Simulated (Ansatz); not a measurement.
# BH4NS: ionisation energy by level of theory

An exercise on one series of results from a longer session: the logs are not shown, and one member is left open.

The runs use Ansatz 0.2.0, Gaussian basis; unrestricted cation, the program's frozen cores in correlated methods.

The runs, in order: UKS PBE-D4/def2-TZVPP; UKS r2SCAN-D4/def2-TZVPP; UKS PBE0-D4/def2-TZVPP; UKS B3LYP-D4/def2-TZVPP; UKS wB97X-V/def2-TZVPP; UKS wB97M-V/def2-TZVPP; UKS B2PLYP/def2-TZVPP; UHF-CCSD(T)/def2-TZVPP; UHF-CCSD(T)/def2-QZVPP; extrapolation to the limit; then −ε(HOMO) from the neutral's earlier runs with LDA (SPW92), PBE-D4, revPBE-D4, BLYP-D4, r2SCAN-D4, B97M-V, PBE0-D4, B3LYP-D4, r2SCANh-D4, r2SCAN0-D4, HSE06-D4, BHLYP-D4, CAM-B3LYP-D4, LC-ωPBE, ωB97X-V, ωB97M-V.

## Structure used throughout

An earlier PBE0-D4 in a triple-zeta def2 set relaxation fixed the geometry.

7 atoms, charge 0, spin multiplicity 1.

Atoms are counted from 1 here; the program's logs count them from 0.

Bond lengths: N1–B2 1.391 Å, N1–H4 1.006 Å, N1–H5 1.004 Å, B2–S3 1.816 Å, B2–H6 1.194 Å, S3–H7 1.339 Å. Angles: B2–N1–H4 124.2°, B2–N1–H5 121.9°, H4–N1–H5 113.8°, N1–B2–S3 120.0°, N1–B2–H6 119.9°, S3–B2–H6 120.1°, B2–S3–H7 96.3°.

Set-up of the first run:

Input file in.yaml:

```yaml
crystal:
  periodic: [false, false, false]
  atoms:
    - {symbol: N, position_ang: [-0.919190, 0.393174, -0.612085]}
    - {symbol: B, position_ang: [0.157029, 0.144347, 0.234134]}
    - {symbol: S, position_ang: [1.088751, -1.407582, 0.085996]}
    - {symbol: H, position_ang: [-1.235614, -0.240267, -1.326472]}
    - {symbol: H, position_ang: [-1.454360, 1.241167, -0.555621]}
    - {symbol: H, position_ang: [0.466095, 0.952177, 1.056581]}
    - {symbol: H, position_ang: [1.958590, -1.151016, 1.071767]}
basis:
  gaussian: {orbitals: def2-TZVPP}
total_charge: 1
magnetization: {spin_polarized: true, initial_magnetization: 1}
hamiltonian: {xc: pbe, dispersion: d4}
```

Launch:

```bash
$ ansatz run in.yaml --threads 2 --pin off --events-out ev --progress --plain --max-ram 32768MiB --backend cpu
```

Steps of the session up to this table: Cation, UKS PBE-D4/def2-TZVPP; Cation, UKS r2SCAN-D4/def2-TZVPP; Cation, UKS PBE0-D4/def2-TZVPP; Cation, UKS B3LYP-D4/def2-TZVPP; Cation, UKS wB97X-V/def2-TZVPP; Cation, UKS wB97M-V/def2-TZVPP; Cation, UKS B2PLYP (frozen core)/def2-TZVPP; Cation, UHF-CCSD(T)/def2-TZVPP; Cation, UHF-CCSD(T)/def2-QZVPP.

One table of the session follows, with a row left open; its other results are not shown here.

For comparison, −ε(HOMO) of the neutral from earlier runs:

```
  functional  −ε(HOMO) (eV)
 LDA (SPW92)           6.10
      PBE-D4           5.96
   revPBE-D4           5.91
     BLYP-D4           5.79
   r2SCAN-D4           6.23
      B97M-V           6.31
     PBE0-D4           7.18
    B3LYP-D4           6.93
  r2SCANh-D4           6.69
  r2SCAN0-D4           7.37
    HSE06-D4           6.78
    BHLYP-D4              ?
CAM-B3LYP-D4           8.49
     LC-ωPBE           9.90
     ωB97X-V           9.52
     ωB97M-V           9.37
```

Estimate the missing values for BHLYP-D4.

Worked estimate for «−ε(HOMO) (eV)». Against the share of exact exchange, BLYP-D4 (0, 5.79), B3LYP-D4 (0.2, 6.93) give a slope of 5.70 per unit share; at 0.5 the line stands at 8.64.

**Answer.** −ε(HOMO) (eV): 8.26. In «−ε(HOMO) (eV)» the line misses by +0.38.
